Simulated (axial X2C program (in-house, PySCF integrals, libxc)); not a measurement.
# Bond lengths and stretching modes, held linear, of HSiH

Calculated with an axial X2C code built on PySCF integrals: two-component X2C with atomic mean-field Coulomb and Gaunt terms, Gaussian nuclei, basis H dyall-v3z, Si dyall-v3z with contracted cores. Spin-free rows use the one-electron spin-free X2C Hamiltonian.

Masses H 1.008, Si 27.977, H 1.008 u. States: 2c Ω = 1 (beyond evenly filled blocks: ω = -1/2, ω = 3/2); spin-free M_S = 1, Λ = 0 (beyond evenly filled blocks: π+α, π-α).

B3LYP, 2c: energies above the lowest point

| r(H–Si) (Å) | r(Si–H) (Å) | E (meV) |
| --- | --- | --- |
| 1.4245 | 1.4245 | 19.61 |
| 1.4245 | 1.4610 | 10.00 |
| 1.4245 | 1.4975 | 26.25 |
| 1.4610 | 1.4245 | 10.00 |
| 1.4610 | 1.4610 | 0.00 |
| 1.4610 | 1.4975 | 15.85 |
| 1.4610 | 1.5341 | 53.70 |
| 1.4975 | 1.4245 | 26.25 |
| 1.4975 | 1.4610 | 15.85 |
| 1.4975 | 1.4975 | 31.27 |
| 1.5341 | 1.4610 | 53.70 |
| 1.5341 | 1.5341 | 105.59 |

Task: Fit a quadratic surface with cubic terms in each bond: where is the minimum, and what are the two stretching wavenumbers?

Result: At B3LYP, 2c: bonds 1.456 and 1.456 Å; harmonic stretches 2292.6 and 2412.9 cm⁻¹; force constants 3.17, 3.17 and coupling -0.05 mdyn/Å.

The other levels and Hamiltonians give:

| Hamiltonian | level | r(H–Si) (Å) | r(Si–H) (Å) | lower stretch (cm⁻¹) | upper stretch (cm⁻¹) |
| --- | --- | --- | --- | --- | --- |
| 2c | PBE0 | 1.461 | 1.461 | 2298.8 | 2412.6 |
| 2c | HF | 1.454 | 1.454 | 2356.4 | 2437.9 |
| 2c | MP2 | 1.451 | 1.451 | 2358.6 | 2501.3 |
| spin-free | PBE0 | 1.461 | 1.461 | 2299.2 | 2412.9 |
| spin-free | HF | 1.454 | 1.454 | 2356.6 | 2438.2 |
| spin-free | B3LYP | 1.456 | 1.456 | 2292.9 | 2413.2 |
| spin-free | MP2 | 1.451 | 1.451 | 2358.8 | 2501.6 |

Each state is one determinant, the lowest of a limited PBE0 search; the stretches come from a fit to these few points and carry an uncertainty of a few per cent. Other orders of the atoms were not compared. MP2 freezes inner shells (threshold -2 hartree). The molecule was held linear; bending was not examined, so a bent shape may lie lower. Open-shell Ω = 0 determinants with evenly filled partner blocks cannot be reached by this program, so the Ω shown need not be the lowest component. Note: several unpaired electrons, one determinant need not be a pure state.
